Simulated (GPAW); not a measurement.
# BSiH4 (SMILES B[SiH2]): U-revPBE-D4/plane waves (scalar-relativistic datasets, plane-wave cutoff 340 eV)

Wanted: an energy scan of BSiH4. 

The calculation is run with GPAW 26.7.0.

3 further runs of the same task are left out: 1 that didn't finish, 2 set aside as unsound or not needed.

### 1 Starting point

BSiH4: 6 atoms, total charge 0, spin state doublet. SMILES: `B[SiH2]`. The shape is that of a GFN2-xTB optimisation.

Bond lengths: B1–Si2 1.878 Å, B1–H3 1.178 Å, B1–H4 1.178 Å, Si2–H5 1.473 Å, Si2–H6 1.473 Å. Angles: B1–Si2–H5 129.0°, B1–Si2–H6 128.8°, Si2–B1–H3 121.2°, Si2–B1–H4 121.3°, H5–Si2–H6 102.3°, H3–B1–H4 117.5°.

### 2 An energy scan at U-revPBE-D4/plane waves (scalar-relativistic datasets, plane-wave cutoff 340 eV)

Contents of bh4si.xyz:

```xyz
6

B     -0.003690    -1.037180     0.114670
Si     0.004430     0.829590    -0.091960
H     -0.730970    -1.564260     0.876300
H      0.717450    -1.725110    -0.512520
H      0.828120     1.658960    -0.988060
H     -0.815330     1.838000     0.601560
```

Contents of scan.py:

```python
from ase.calculators.mixing import SumCalculator
from ase.io import Trajectory, read
from dftd4.ase import DFTD4
from gpaw import GPAW, PW

system = read('bh4si.xyz')
system.center(vacuum=5.0)
system.set_initial_magnetic_moments([0.5, 0.5, 0.0, 0.0, 0.0, 0.0])

calculator = GPAW(mode={'name': 'pw', 'ecut': 340},
                  xc='revPBE',
                  occupations={'name': 'marzari-vanderbilt', 'width': 0.01, 'fixmagmom': True},
                  maxiter=60,
                  symmetry='off',
                  txt='bh4si.txt')
system.calc = SumCalculator([DFTD4(method='revPBE'), calculator])

traj = Trajectory('scan.traj', 'w')
energies = []
for value in [1.615, 1.69, 1.765, 1.822, 1.878, 1.935, 1.991, 2.066, 2.179, 2.329]:
    system.set_distance(0, 1, value, fix=0, indices=[1, 4, 5])
    energies.append(system.get_potential_energy())
    system.get_forces()
    traj.write(system)
    print(f'{value:8.3f} {energies[-1]:12.5f} {calculator.get_magnetic_moments(system).round(2)}')

print('Relative energies (eV):', [round(e - min(energies), 3) for e in energies])
```

Started as:

```
$ python3 -u scan.py | tee scan.out
```

Standard output:

```text
1.615    -21.41033 [ 0.07  0.21 -0.   -0.   -0.01 -0.01]
   1.690    -22.04656 [ 0.06  0.21 -0.   -0.   -0.01 -0.01]
   1.765    -22.43972 [ 0.05  0.21 -0.   -0.   -0.01 -0.01]
   1.822    -22.61421 [ 0.05  0.21 -0.   -0.   -0.01 -0.01]
   1.878    -22.70414 [ 0.05  0.21 -0.   -0.   -0.01 -0.01]
   1.935    -22.72971 [ 0.04  0.21 -0.   -0.   -0.01 -0.01]
   1.991    -22.70349 [ 0.04  0.21 -0.   -0.   -0.01 -0.01]
   2.066    -22.60729 [ 0.04  0.21 -0.   -0.   -0.01 -0.01]
   2.179    -22.37039 [ 0.03  0.22 -0.   -0.   -0.01 -0.01]
   2.329    -21.95875 [ 0.03  0.23 -0.   -0.   -0.01 -0.01]
Relative energies (eV): [np.float64(1.319), np.float64(0.683), np.float64(0.29), np.float64(0.115), np.float64(0.026), np.float64(0.0), np.float64(0.026), np.float64(0.122), np.float64(0.359), np.float64(0.771)]
```

bh4si.txt, cut to the lines that bear on the results:

```text
[...]
  mode=PW(ecut=340),
[...]
Converged in 11 steps
[...]
dipole moment: (0.001493, 0.205465, -0.023102)  # |e|*Ang
[...]
Converged in 10 steps
[...]
dipole moment: (0.000616, 0.069505, -0.007999)  # |e|*Ang
[...]
Total magnetic moment: (0.000000, 0.000000, 1.000002)
Local magnetic moments
|        x |        y |         z |
|----------|----------|-----------|
| 0.000000 | 0.000000 |  0.029971 |  # B    0
| 0.000000 | 0.000000 |  0.225478 |  # Si   1
| 0.000000 | 0.000000 | -0.003274 |  # H    2
| 0.000000 | 0.000000 | -0.003273 |  # H    3
| 0.000000 | 0.000000 | -0.006721 |  # H    4
| 0.000000 | 0.000000 | -0.006723 |  # H    5
Fermi levels: -4.874, -7.067
Eigenvalues  # (at kpt = [0.000, 0.000, 0.000])
| band index |      eig [eV] | occ [0-1] |      eig [eV] | occ [0-1] |
|------------|---------------|-----------|---------------|-----------|
|          0 |       -13.147 |     1.000 |       -12.726 |     1.000 |
|          1 |       -11.898 |     1.000 |       -11.674 |     1.000 |
|          2 |        -8.624 |     1.000 |        -8.557 |     1.000 |
[... 8 lines of this table left out ...]
|         11 |         0.405 |     0.000 |         0.578 |     0.000 |
Gap: 1.312 eV
Transition (v -> c):
[...]
Forces  # eV/Ang
|        x |        y |        z |
|----------|----------|----------|
|  0.01084 |  2.77512 | -0.30936 |  # B    0
| -0.01685 | -2.91303 |  0.32791 |  # Si   1
| -0.56761 |  0.13682 |  0.53833 |  # H    2
|  0.57082 |  0.00808 | -0.55445 |  # H    3
|  0.47658 | -0.05563 | -0.45893 |  # H    4
| -0.47343 |  0.04767 |  0.45646 |  # H    5
Force computation time: 0.909  # s
timing:  # [seconds]
  Total:  226.623  # ━━━━━━━━━━━━━━━━━━━━━━━━━━━━━━━━━━━━━━━━━━━━━━━━━━━━━━━━
  Init:     1.960  # ╸
  SCF:    201.432  # ━━━━━━━━━━━━━━━━━━━━━━━━━━━━━━━━━━━━━━━━━━━━━━━━━━
  Forces:   9.391  # ━━╸
  Move:    13.287  # ━━━╸
```

It took 3.8 min on 1 thread of Arm Neoverse N1, shared host; peak memory 0.59 GiB.

The scan, from its lowest point:

```
B1–Si2 (Å)  energy (kJ/mol)
     1.615            127.3
     1.690             65.9
     1.765             28.0
     1.822             11.1
     1.878              2.5
     1.935              0.0
     1.991              2.5
     2.066             11.8
     2.179             34.7
     2.329             74.4
```
